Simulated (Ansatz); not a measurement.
Ansatz (a quantum-chemistry and plane-wave program) input (B3LYP/STO-3G):

Ansatz 0.2 input:
```yaml
crystal:
  periodic: [false, false, false]
  atoms:
    - {symbol: C, position_ang: [-0.00677442, 1.13492425, 0.30903550]}
    - {symbol: C, position_ang: [0.00621328, -1.13287317, 0.31648329]}
    - {symbol: C, position_ang: [0.74276151, 0.00321406, -0.31659517]}
    - {symbol: C, position_ang: [-0.74219232, -0.00529457, -0.31789940]}
    - {symbol: H, position_ang: [-0.00831064, 1.23676748, 1.39372236]}
    - {symbol: H, position_ang: [-0.01170322, 2.07740938, -0.22784986]}
    - {symbol: H, position_ang: [0.00580282, -1.22760088, 1.40181571]}
    - {symbol: H, position_ang: [0.01209977, -2.07885887, -0.21420004]}
    - {symbol: H, position_ang: [1.42548386, 0.00439170, -1.14856569]}
    - {symbol: H, position_ang: [-1.42342090, -0.01193223, -1.15106786]}
basis:
  gaussian:
    orbitals: STO-3G
hamiltonian:
  xc: {name: B3LYP}
output: {forces: true}
```

Problem. What final total energy does it give?

Solution. -154.04221 Eh.
